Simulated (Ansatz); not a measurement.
# singlet AlH2(+): levels of theory in one basis

```xyz
3

H     0.0000    0.0004   -1.5580
Al    0.0000   -0.0007    0.0000
H     0.0000    0.0004    1.5580
```

Basis set: def2-SVP (spherical functions). Frozen core: 5 orbitals. Charge 1, multiplicity 1.

Computed with Ansatz (development build ahead of 0.2.0); each method stands on the lowest determinant of its kind that the runs found.

| method | E − E(RHF) (eV) | <S²> of the determinant |
| --- | --- | --- |
| RHF | 0.00 | 0.00 |
| RHF-MP2 | -1.38 | – |

**Question.** What does RHF-CCSD(T) give on the same scale?

**Answer.** -1.85 eV.

**Question.** Is a single determinant a sound starting point here?

**Answer.** By this sign, yes. Unrestricted orbitals gain 0.00 eV and <S²> is 0.00 against 0.00 for a pure state.
